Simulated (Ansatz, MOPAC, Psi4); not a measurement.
Process, species as SMILES: CCCC=O + 5 [H][H] (H2) -> 4 C (CH4) + O (H2O)

Wanted: energy of full hydrogenation (enthalpy at 298 K), in kcal/mol. Terms: dispersion terms only where a functional's name holds one; no spin-orbit coupling; 6-31G* and kin with 6d, 5d where marked; non-relativistic. Ab initio and DFT rows: single points at B3LYP-D3(BJ) geometries (Ansatz, a program for electronic structure), with unscaled harmonic terms from B3LYP/6-31G* (Ansatz) at its own minima. Semi-empirical rows: MOPAC heats of formation at their own minima for 298 K.

```tsv
species	coefficient	E at wB97X-D/6-31G* (Psi4), Eh	E at PBE0/def2-TZVPD (Ansatz), Eh	H(298 K) - E, kcal/mol	heat of formation at PM3 (MOPAC), kcal/mol
CCCC=O	-1	-232.38459	-232.27085	75.74	-54.13
[H][H] (H2)	-5	-1.17193	-1.16825	8.44	-13.39
C (CH4)	+4	-40.50183	-40.47422	30.76	-13.03
O (H2O)	+1	-76.38704	-76.38086	15.65	-53.43
```

Measured values: Active Thermochemical Tables 1.112 (ions: stationary electron), as tabulated in the package chemicals; CRC Handbook, as tabulated in the package chemicals; they hold spin-orbit and core effects, anharmonicity and other conformers.  Value to compare with, the measured value: -80.1 kcal/mol. 1 Eh = 627.5095 kcal/mol.

**Question.** Compute it at each level from the table, and compare with the measured value.

**Answer.** 
- wB97X-D/6-31G*: the sum of coefficient times E is -0.15012 Eh, or -94.20 kcal/mol; the thermal terms add 20.75. Result: -73.5 kcal/mol. Its error against the measured value is 6.6 kcal/mol.
- PBE0/def2-TZVPD: the sum of coefficient times E is -0.16564 Eh, or -103.94 kcal/mol; the thermal terms add 20.75. Result: -83.2 kcal/mol. Its error against the measured value is -3.1 kcal/mol.
- PM3: the sum of coefficient times heat of formation is 15.53 kcal/mol; it needs no thermal term. Its error against the measured value is 95.6 kcal/mol.
